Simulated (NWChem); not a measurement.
# One shape, several levels: BH3O (BH2(OH))

Wanted: a comparison of 5 runs (HF/3-21G, HF/def2-SVP, CAM-B3LYP/6-31+G*, BP86/def2-SVPD, MP2/STO-3G) of BH3O (BH2(OH)). 

Program for the calculation: NWChem 7.3.0.

## 1. Starting point

The species is BH3O (5 atoms), meant as a singlet with charge 0. SMILES: `[H]B([H])O`. The shape is that of a GFN2-xTB optimisation.

Bond lengths: B1–O4 1.325 Å, B1–H2 1.172 Å, B1–H3 1.182 Å, O4–H5 0.958 Å. Angles: B1–O4–H5 117.9°, H2–B1–O4 115.8°, H3–B1–O4 122.8°, H2–B1–H3 121.4°.

## 2. Energy and gradient at HF/3-21G (run 1)

Contents of run.xyz:

```xyz
5

B      0.270970     0.302480    -0.108500
H      1.403550     0.390040    -0.395610
H     -0.432910     1.251360    -0.080700
O     -0.159420    -0.918700     0.174490
H     -1.082200    -1.025180     0.410320
```

Contents of run.py:

```python
from ase.io import read
from ase.calculators.nwchem import NWChem

mol = read('run.xyz')

calc = NWChem(
    label='run',
    theory='scf',
    memory='2200 mb',
    basis='3-21G',
    basispar='spherical bse',
    scf={'nopen': '0', 'rhf': None, 'thresh': '1e-08', 'maxiter': '80', 'print': 'low'},
)
mol.calc = calc

forces = mol.get_forces()
print("Total energy (eV):", round(mol.get_potential_energy(), 6))
print("forces (eV/A):")
for s, f in zip(mol.symbols, forces):
    print(f"{s:2s} {f[0]:10.5f} {f[1]:10.5f} {f[2]:10.5f}")
```

Command:

```bash
$ export ASE_NWCHEM_COMMAND="nwchem PREFIX.nwi > PREFIX.nwo"
$ python run.py
```

Log:

```text
Total energy (eV): -2741.804041
forces (eV/A):
B     1.06665    1.93074   -0.55906
H     0.36607    0.13344   -0.09955
H    -0.24287    0.20790    0.03363
O    -0.89891   -1.94370    0.50388
H    -0.29095   -0.32833    0.12110
```

The calculator wrote run.nwi:

```
title "run"

permanent_dir run

scratch_dir run

start run

geometry units angstrom nocenter noautosym noautoz
  B  2.7096999999999999e-01 3.0248000000000003e-01 -1.0850000000000000e-01
  H  1.4035500000000001e+00 3.9004000000000000e-01 -3.9561000000000002e-01
  H  -4.3291000000000002e-01 1.2513600000000000e+00 -8.0699999999999994e-02
  O  -1.5942000000000001e-01 -9.1869999999999996e-01 1.7449000000000001e-01
  H  -1.0822000000000001e+00 -1.0251800000000000e+00 4.1032000000000002e-01
end

memory 2200 mb

basis spherical bse noprint
   * library 3-21G
end

scf
  nopen 0
  rhf
  thresh 1e-08
  maxiter 80
  print low
end

task scf gradient
```

run.nwo:

```text
Northwest Computational Chemistry Package (NWChem) 7.3.0
             --------------------------------------------------------

           Job information
           ---------------

    nwchem branch   = 7.3.0
    use scalapack   = T
    input           = run.nwi
    prefix          = run.
    data base       = run/run.db
    status          = startup
    nproc           =        1

           Memory information
           ------------------

    heap     =     72089598 doubles =      550.0 Mbytes
    stack    =     72089595 doubles =      550.0 Mbytes
    global   =    144179200 doubles =     1100.0 Mbytes (distinct from heap & stack)
    total    =    288358393 doubles =     2200.0 Mbytes
    verify   = yes
    hardfail = no

[... 37 lines left out ...]
            Nuclear Dipole moment (a.u.)
[... 62 lines left out ...]
       Final RHF  results
[... 2 lines left out ...]
         Total SCF energy =   -100.759440852304
      One-electron energy =   -198.247343077586
      Two-electron energy =     66.679389060906
 Nuclear repulsion energy =     30.808513164377

        Time for solution =      0.2s

                              NWChem Gradients Module
                              -----------------------

                         RHF ENERGY GRADIENTS

    atom               coordinates                        gradient
                 x          y          z           x          y          z
   1 B       0.512059   0.571604  -0.205035   -0.020743  -0.037547   0.010872
   2 H       2.652325   0.737069  -0.747594   -0.007119  -0.002595   0.001936
   3 H      -0.818081   2.364728  -0.152501    0.004723  -0.004043  -0.000654
   4 O      -0.301260  -1.736091   0.329738    0.017481   0.037799  -0.009799
   5 H      -2.045061  -1.937309   0.775392    0.005658   0.006385  -0.002355

 Task  times  cpu:        0.2s     wall:        0.2s
 Total times  cpu:        0.3s     wall:        0.3s
```

Wall time 1.3 s (1 thread of Intel Xeon Platinum 8488C (Sapphire Rapids), shared host); peak memory 0.1 GiB.

## 3. Energy and gradient at HF/def2-SVP (run 2)

Contents of input.nw:

```
start input
memory 2200 mb
geometry units bohr noautosym nocenter noautoz
  B    0.51205909   0.57160436  -0.20503528
  H    2.65232510   0.73706878  -0.74759455
  H   -0.81808134   2.36472768  -0.15250090
  O   -0.30126014  -1.73609139   0.32973831
  H   -2.04506161  -1.93730943   0.77539242
end
basis "ao basis" spherical bse
  * library def2-SVP
end
scf
  thresh 1e-08
  maxiter 80
end
task scf gradient
```

Command:

```bash
$ nwchem input.nw > input.out
```

Log:

```text
[...]
  functions       =    43
[...]
  wavefunction    = RHF
[...]
         Total SCF energy =   -101.248840092359
      One-electron energy =   -198.961682316018
      Two-electron energy =     66.904331267126
 Nuclear repulsion energy =     30.808510956533
        Time for solution =      0.8s
[...]
                         RHF ENERGY GRADIENTS
    atom               coordinates                        gradient
                 x          y          z           x          y          z
   1 B       0.512059   0.571604  -0.205035   -0.000421  -0.001142   0.000616
   2 H       2.652325   0.737069  -0.747595   -0.014582  -0.003404   0.003865
   3 H      -0.818081   2.364728  -0.152501    0.008672  -0.008121  -0.000992
   4 O      -0.301260  -1.736091   0.329738    0.022119   0.017536  -0.007913
   5 H      -2.045062  -1.937309   0.775392   -0.015788  -0.004869   0.004423
[...]
```

Run time: 1.7 s. Hardware: 1 thread of Intel Xeon Platinum 8488C (Sapphire Rapids), shared host; peak memory 0.1 GiB.

Run 3 isn't shown in full; the table further down has it.

## 4. Energy and forces at BP86/def2-SVPD (run 4)

Contents of m1.xyz:

```xyz
5
BH3O
B      0.270970     0.302480    -0.108500
H      1.403550     0.390040    -0.395610
H     -0.432910     1.251360    -0.080700
O     -0.159420    -0.918700     0.174490
H     -1.082200    -1.025180     0.410320
```

Contents of run.py:

```python
from ase.io import read
from ase.calculators.nwchem import NWChem

atoms = read('m1.xyz')

calc = NWChem(
    label='m1',
    theory='dft',
    memory='2200 mb',
    basis='def2-SVPD',
    basispar='spherical bse',
    dft={'xc': 'becke88 perdew86', 'mult': '1', 'grid': 'xfine', 'convergence': 'energy 1e-08', 'iterations': '100', 'mulliken': None},
)
atoms.calc = calc

forces = atoms.get_forces()
print(f"energy = {atoms.get_potential_energy():.6f} eV")
print("forces (eV/A):")
for s, f in zip(atoms.symbols, forces):
    print(f"{s:2s} {f[0]:10.5f} {f[1]:10.5f} {f[2]:10.5f}")
print("dipole (e A):", atoms.get_dipole_moment().round(4))
```

Command:

```bash
$ export ASE_NWCHEM_COMMAND="nwchem PREFIX.nwi > PREFIX.nwo"
$ python run.py
```

Log:

```text
energy = -2770.956767 eV
forces (eV/A):
B     0.11642    0.68181   -0.14141
H     1.04022    0.10588   -0.25994
H    -0.62241    0.63481    0.05970
O     0.20723   -1.48039    0.16990
H    -0.74145    0.05790    0.17180
dipole (e A): [-0.3296 -0.0335  0.0841]
```

The calculator wrote m1.nwi:

```
title "m1"

permanent_dir m1

scratch_dir m1

start m1

geometry units angstrom nocenter noautosym noautoz
  B  2.7096999999999999e-01 3.0248000000000003e-01 -1.0850000000000000e-01
  H  1.4035500000000001e+00 3.9004000000000000e-01 -3.9561000000000002e-01
  H  -4.3291000000000002e-01 1.2513600000000000e+00 -8.0699999999999994e-02
  O  -1.5942000000000001e-01 -9.1869999999999996e-01 1.7449000000000001e-01
  H  -1.0822000000000001e+00 -1.0251800000000000e+00 4.1032000000000002e-01
end

memory 2200 mb

basis spherical bse noprint
   * library def2-SVPD
end

dft
  xc becke88 perdew86
  mult 1
  grid xfine
  convergence energy 1e-08
  iterations 100
  mulliken
end

task dft gradient
```

m1.nwo:

```text
Northwest Computational Chemistry Package (NWChem) 7.3.0
             --------------------------------------------------------

           Job information
           ---------------

    nwchem branch   = 7.3.0
    use scalapack   = T
    input           = m1.nwi
    prefix          = m1.
    data base       = m1/m1.db
    status          = startup
    nproc           =        1

           Memory information
           ------------------

    heap     =     72089596 doubles =      550.0 Mbytes
    stack    =     72089601 doubles =      550.0 Mbytes
    global   =    144179200 doubles =     1100.0 Mbytes (distinct from heap & stack)
    total    =    288358397 doubles =     2200.0 Mbytes
    verify   = yes
    hardfail = no

[... 98 lines left out ...]
  convergence criterion.
[... 37 lines left out ...]
          Spatial weights used:  Erf1
[... 74 lines left out ...]
         Total DFT energy =     -101.830783809179
[... 3 lines left out ...]
 Nuclear repulsion energy =       30.808513164377
[... 542 lines left out ...]
          Convergence on gradient requested:  5.00D-04
[... 24 lines left out ...]
          total energy or number of iterations.
[... 28 lines left out ...]
    atom               coordinates                        gradient
                 x          y          z           x          y          z
   1 B       0.512059   0.571604  -0.205035   -0.002264  -0.013259   0.002750
   2 H       2.652325   0.737069  -0.747594   -0.020229  -0.002059   0.005055
   3 H      -0.818081   2.364728  -0.152501    0.012104  -0.012345  -0.001161
   4 O      -0.301260  -1.736091   0.329738   -0.004030   0.028789  -0.003304
   5 H      -2.045061  -1.937309   0.775392    0.014419  -0.001126  -0.003341

                 ----------------------------------------
                 |  Time  |  1-e(secs)   |  2-e(secs)   |
                 ----------------------------------------
                 |  CPU   |       0.00   |       0.93   |
                 ----------------------------------------
                 |  WALL  |       0.00   |       0.93   |
                 ----------------------------------------

 Task  times  cpu:       14.1s     wall:       14.1s
 Total times  cpu:       14.1s     wall:       14.1s
```

It took 15 s on 1 thread of Intel Xeon Platinum 8488C (Sapphire Rapids), shared host; peak memory 0.13 GiB.

## 5. Energy and gradient at MP2/STO-3G (run 5)

Contents of bh3o.nw:

```
start bh3o
title "BH3O gradient"
memory stack 880 mb heap 220 mb global 1100 mb
charge 0

geometry units angstrom noautosym nocenter noautoz
  B     0.270970    0.302480   -0.108500
  H     1.403550    0.390040   -0.395610
  H    -0.432910    1.251360   -0.080700
  O    -0.159420   -0.918700    0.174490
  H    -1.082200   -1.025180    0.410320
end

basis "ao basis" spherical bse
  * library STO-3G
end

scf
  thresh 1e-08
  maxiter 80
end

mp2
  freeze core 2
  tight
end

task mp2 gradient
```

Command:

```bash
$ nwchem bh3o.nw > bh3o.out
```

Log:

```text
[...]
  functions       =    13
[...]
  wavefunction    = RHF
[...]
         Total SCF energy =    -99.984380724519
      One-electron energy =   -198.247695969806
      Two-electron energy =     67.454802080910
 Nuclear repulsion energy =     30.808513164377
        Time for solution =      0.1s
[...]
          Total MP2 energy          -100.066393190002
[...]
                         mp2 ENERGY GRADIENTS
    atom               coordinates                        gradient
                 x          y          z           x          y          z
   1 B       0.512059   0.571604  -0.205035    0.008160  -0.010958   0.000037
   2 H       2.652325   0.737069  -0.747594   -0.001948  -0.000888   0.000417
   3 H      -0.818081   2.364728  -0.152501   -0.001153   0.002109  -0.000138
   4 O      -0.301260  -1.736091   0.329738   -0.062526   0.015672   0.012627
   5 H      -2.045061  -1.937309   0.775392    0.057466  -0.005935  -0.012943
[...]
```

It took 0.87 s on 1 thread of Intel Xeon Platinum 8488C (Sapphire Rapids), shared host; peak memory 0.1 GiB.

## 6. The series

```tsv
run	level	iteration cap	module	energy (Eh)	largest force (eV/Å)	wall time
1	HF/3-21G	80	scf	-100.759441	2.276	1.3 s
2	HF/def2-SVP	80	scf	-101.248840	1.507	1.7 s
3	CAM-B3LYP/6-31+G* (spherical functions)	100	dft	-101.859641	1.240	11 s
4	BP86/def2-SVPD	100	dft	-101.830784	1.504	15 s
5	MP2/STO-3G	80	mp2	-100.066393	3.378	0.87 s
```

## 7. Summary of results

| quantity | value |
| --- | --- |
| run 5: total energy | -100.06639 Eh |
| run 5: dipole moment (of the density that the program reports) | 1.94 D |
| run 5: HOMO energy (Hartree–Fock orbitals) | -10.63 eV |
| run 5: LUMO energy (Hartree–Fock orbitals) | 8.52 eV |
| run 5: HOMO–LUMO gap (Hartree–Fock orbitals) | 19.15 eV |
| run 5: correlation energy (2 core orbitals frozen) | -82.0 mEh |
| run 5: largest force on an atom | 3.378 eV/Å |

**Reading.** Over runs 2, 3, 4, 5 the dipole moment (its size) runs from 1.64 D (BP86/def2-SVPD) to 1.94 D (MP2/STO-3G). The two ends differ in method and basis. Totals of different functionals can't be ranked against each other. In run 5 the basis is minimal, so the values are rough. All runs together took 30 s, the longest 15 s.
